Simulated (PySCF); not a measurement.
## Assignment exercise: C$_{4}$H$_{4}$N$_{2}$

Structure with atom numbers: `[CH2:1]=[N:2][C:3](=[CH2:4])[C:5]#[N:6]` (H(Xn): hydrogen on atom n). Ha(C1) is cis to C3; Ha(C4) is cis to N2; Hb(C1) is trans to C3; Hb(C4) is trans to N2.

[PySCF 2.14.0 with density-fitted response routines: couplings computed with B3LYP/pcJ-1 (spin–dipole term only in couplings to heteroatoms); GFN2-xTB structure; shielding tensors at PBE0/pcSseg-1 (GIAO); non-relativistic; no solvent model; single conformer]

Scale: $^{13}$C and $^{1}$H vs TMS (reference shieldings calculated alike).

Question: Assign these signals to the numbered atoms. $^{13}$C{$^{1}$H} NMR (computed): δ 161.3, 141.2, 136.8, 118.1.

Answer: 
161.3 → C1, C=N carbon
141.2 → C4, terminal =CH2 carbon: the olefinic region
136.8 → C3, fully substituted alkene carbon: an sp2 carbon of a C=C bond
118.1 → C5, nitrile carbon: C≡N carbons fall here, among the sp2 signals but without a proton

Question: Assign these signals to the numbered atoms. $^{1}$H NMR (400 MHz, computed): δ 7.93 (m, 1H), 7.72 (m, 1H), 6.58 (t, J = 1.1 Hz, 1H), 6.39 (t, J = 1.2 Hz, 1H).

Answer: 
7.93 → Ha(C1), hydrogen on a C=N carbon
7.72 → Hb(C1), hydrogen on a C=N carbon
6.58 → Ha(C4), hydrogen on a terminal =CH2 carbon: attached to an sp2 carbon and in the plane of the double bond
6.39 → Hb(C4), hydrogen on a terminal =CH2 carbon

Multiplet labels drop couplings under 1 Hz and merge nearly equal ones. Shifts are as computed. Against solution values, carbons near 30 ppm lie about +3 ppm off and those near 130 ppm about +5 ppm. Of 1211 compounds with measured shifts, 218 miss one by over three times the rms of a fit or turn the order of signals round; such compounds aren't used in these exercises.
